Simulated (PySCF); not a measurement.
Predicted microwave data (PBE0-D3(BJ)/def2-SVP geometry optimisation, gas phase in PySCF 2.14.0) for one isomer of [C3H2FS2]+:

| Item | Value |
| --- | --- |
| Rotational constants | A = 3385, B = 3067, C = 1609 MHz |
| Dipole components (about the centre of mass) | \|μa\| = 3.03 D, \|μb\| = 0.00 D, \|μc\| = 0.00 D |
| Inertial defect | 0.00 u·Å² |
| κ | 0.64 |

Problem. Which structure is it? (One computed conformer of each.)
A. `F[c+]1sccs1`
B. `Fc1cs[cH+]s1`

Solution. A. It is F[c+]1sccs1, an asymmetric top, point group C2v. The candidates at the same level (rigid rotor, commonest isotopes):

```
      SMILES  A (MHz)  B (MHz)  C (MHz)  μa (D)  μb (D)  μc (D)  Δ (u·Å²)  point group           rotor
Fc1cs[cH+]s1     4348     2334     1519    2.57    0.64    0.00      0.00           Cs  asymmetric top
 F[c+]1sccs1     3385     3067     1609    3.03    0.00    0.00      0.00          C2v  asymmetric top
```

`Fc1cs[cH+]s1` has A 28 % too high. In the right answer the symmetry axis of this C2v structure is a, so μb and μc vanish by symmetry. No structure here is proved a minimum.
